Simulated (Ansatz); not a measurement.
# C2Al: the cost of one run

Program: Ansatz 0.2.0, Gaussian basis. Level of theory: def2-QZVPP, all electrons in the functionals. These are calculated values, not measurements.

Plan: PBE, BLYP, r2SCAN, B97M-V, PBE0, at charge 0, quartet; charge 0, doublet; charge 0, sextet; charge 1, triplet; charge 1, quintet.

## (1) The geometry

The geometry is a PBE0/def2-TZVP stationary point (not a proven minimum).

3 atoms, charge 0, spin multiplicity 4.

Atoms are counted from 1 here; the program's logs count them from 0.

Bond lengths: C1–Al2 1.931 Å, Al2–C3 1.931 Å. Angles: C1–Al2–C3 180.0°.

No dispersion term is added; B97M-V holds VV10 nonlocal correlation.

The geometry shown and the zero of energy belong to the point charge 0, quartet. The yardstick, UCCSD(T), and other wave-function levels (R restricted, U unrestricted, valence and pair active spaces) come from earlier runs.

## (2) PBE, charge 0, quartet

in.yaml reads:

```yaml
crystal:
  periodic: [false, false, false]
  atoms:
    - {symbol: C, position_ang: [0.000000, 0.000000, 1.931400]}
    - {symbol: Al, position_ang: [0.000000, 0.000000, 0.000000]}
    - {symbol: C, position_ang: [0.000000, 0.000000, -1.931400]}
basis:
  gaussian: {orbitals: "def2-QZVPP.json"}
magnetization: {spin_polarized: true, initial_magnetization: 3}
hamiltonian: {xc: {name: PBE}}
output: {orbitals: {seedname: orbitals}}
```

Run with:

```console
> ansatz run in.yaml --threads 1 --pin off --events-out ev --progress --plain --max-ram 2393MiB
```

Q: Estimate wall time and peak memory on 1 thread of Arm Neoverse V1, shared host.

About 69 s, with a peak of 0.41 GiB.
